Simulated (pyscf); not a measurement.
Single points on ωB97X-D3(BJ)/def2-SVP structures (PySCF, gas phase). Correlated levels are frozen-core, on RHF or UHF. ΔMP2 is the change of the MP2 total energy from the triple- to the quadruple-zeta basis.

**Question.** How much does it cost (ΔH, 298 K, CCSD(T)/def2-TZVPP + ΔMP2(QZVPP)) to split H₃C–AlH–OH at its Al–O bond into [H₃C–AlH]• + OH•?

**Answer.** Al–O to [H₃C–AlH]• + OH•: 5.69 eV. The radicals are drawn with the spin at the cut bond; how far it spreads was not checked. Other isomers of [H₃C–AlH]• were not searched in full and may lie lower. The CCSD(T) − MP2 part came from Ansatz, without density fitting, on the same reference. Left out: the spin-orbit lowering of OH.
